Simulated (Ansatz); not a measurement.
# C₄H₄O: vertical ionisation energy

How much energy removes an electron from C₄H₄O at fixed geometry? The cation is run at each level and the neutral's energy taken from earlier runs.

Method: unrestricted cation, the program's frozen cores in correlated methods; program: Ansatz 0.2.0, Gaussian basis.

The runs, in order: UKS PBE-D4/def2-TZVPP; UKS r2SCAN-D4/def2-TZVPP; UKS PBE0-D4/def2-TZVPP; UKS B3LYP-D4/def2-TZVPP; UKS wB97X-V/def2-TZVPP; UKS wB97M-V/def2-TZVPP; UKS B2PLYP/def2-TZVPP; UHF-CCSD(T)/def2-TZVPP; UHF-MP2/def2-QZVPP; extrapolation to the limit; then −ε(HOMO) from the neutral's earlier runs with LDA (SPW92), PBE-D4, revPBE-D4, BLYP-D4, r2SCAN-D4, B97M-V, PBE0-D4, B3LYP-D4, r2SCANh-D4, r2SCAN0-D4, HSE06-D4, BHLYP-D4, CAM-B3LYP-D4, LC-ωPBE, ωB97X-V, ωB97M-V.

**1. Structure used throughout**

An earlier PBE0-D4 in a triple-zeta def2 set relaxation fixed the geometry.

SMILES `C#COC=C`, 9 atoms, charge 0, spin multiplicity 1.

Atoms are counted from 1 here; the program's logs count them from 0.

Bond lengths: C1–C2 1.198 Å, C1–H6 1.063 Å, C2–O3 1.295 Å, O3–C4 1.383 Å, C4–C5 1.318 Å, C4–H7 1.084 Å, C5–H8 1.082 Å, C5–H9 1.080 Å. Angles: C2–C1–H6 179.7°, C1–C2–O3 177.9°, C2–O3–C4 117.3°, O3–C4–C5 120.4°, O3–C4–H7 114.1°, C5–C4–H7 125.5°, C4–C5–H8 121.6°, C4–C5–H9 119.2°, H8–C5–H9 119.1°.

**2. Cation, UKS PBE-D4/def2-TZVPP**

in.yaml reads:

```yaml
crystal:
  periodic: [false, false, false]
  atoms:
    - {symbol: C, position_ang: [1.514744, 2.173959, -0.090391]}
    - {symbol: C, position_ang: [0.605813, 1.410679, 0.070499]}
    - {symbol: O, position_ang: [-0.403587, 0.621696, 0.260555]}
    - {symbol: C, position_ang: [-0.232704, -0.713322, -0.056748]}
    - {symbol: C, position_ang: [-1.219318, -1.570594, 0.111775]}
    - {symbol: H, position_ang: [2.317378, 2.855887, -0.231008]}
    - {symbol: H, position_ang: [0.752462, -0.955316, -0.438191]}
    - {symbol: H, position_ang: [-2.181157, -1.259958, 0.498651]}
    - {symbol: H, position_ang: [-1.065231, -2.609331, -0.142243]}
basis:
  gaussian: {orbitals: def2-TZVPP}
total_charge: 1
magnetization: {spin_polarized: true, initial_magnetization: 1}
hamiltonian: {xc: pbe, dispersion: d4}
```

The run is started by

```
> ansatz run in.yaml --threads 2 --pin off --events-out ev --progress --plain --max-ram 32768MiB --backend cpu
```

The runs that follow: Cation, UKS r2SCAN-D4/def2-TZVPP; Cation, UKS PBE0-D4/def2-TZVPP; Cation, UKS B3LYP-D4/def2-TZVPP; Cation, UKS wB97X-V/def2-TZVPP; Cation, UKS wB97M-V/def2-TZVPP; Cation, UKS B2PLYP (frozen core)/def2-TZVPP; Cation, UHF-CCSD(T)/def2-TZVPP; Cation, UHF-MP2/def2-QZVPP.

**Question.** What will the summary of the whole plan be? Wanted: ionisation energy, CCSD(T)/CBS; nearest functional by difference; nearest −ε(HOMO); −ε(HOMO) of PBE; T1 of the cation.

The runs gave:

```
                        quantity               value
  ionisation energy, CCSD(T)/CBS             9.53 eV
nearest functional by difference  ωB97X-V (-0.28 eV)
                nearest −ε(HOMO)  LC-ωPBE (+0.09 eV)
                 −ε(HOMO) of PBE             5.80 eV
                T1 of the cation               0.030
```

**Reading.** By cation minus neutral, the functionals miss by 0.68 eV at most. The PBE orbital energy is 3.7 eV too small: a semilocal HOMO is no ionisation energy. Among orbital estimates LC-ωPBE comes nearest. Hartree-Fock falls 1.15 eV short, as the neutral has more correlation energy than the cation. The cation's T1 (from the report) is 0.030, near the customary mark of 0.045 for open shells, so the coupled-cluster value is less safe.
